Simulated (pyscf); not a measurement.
Cl–GeH₂• (SMILES [Cl][GeH2]) + NH₃ (SMILES N) → H₂N–GeH₂–Cl (SMILES [NH2][GeH2][Cl]) + H• (SMILES [H]), a substitution at N (doublet surface; H–N broken, Ge–N formed). Structures and frequencies: ωB97X-D3(BJ)/def2-SVP in PySCF. Energies in kJ/mol from the separated reactants.

Small-basis levels: PySCF, no dispersion term, spherical d functions. Open shells are spin-unrestricted. 

```tsv
level	barrier	reaction energy
HF/STO-3G	202.8	+42.2
MP2/6-31G*+LANL2DZ	?	+48.5
B3LYP/STO-3G	77.1	+46.2
B3LYP/3-21G	?	+14.3
B3LYP/6-31G*+LANL2DZ	112.2	+98.0
M06-2X/6-31G*+LANL2DZ	105.1	+59.1
B3LYP/def2-SVP	111.4	+94.5
ωB97M-D3(BJ)/def2-TZVP	?	+92.5
```

Fill in the missing entries.


- MP2/6-31G*+LANL2DZ, barrier: 135.0
- B3LYP/3-21G, barrier: 22.0
- ωB97M-D3(BJ)/def2-TZVP, barrier: 137.4

Against the last row the barrier runs from -115.4 (B3LYP/3-21G) to +65.4 kJ/mol (HF/STO-3G). ωB97M-D3(BJ)/def2-TZVP has limits of its own. On the reactant side the descent ends in a bound adduct, 34.8 kJ/mol under the separated species and 166.1 kJ/mol under the saddle at ωB97X-D3(BJ)/def2-TZVP. This is the saddle that the search found; another between the same sides may lie lower. The angle at the attacked N is 138°. In the def2 sets elements up to Kr have no core potential.
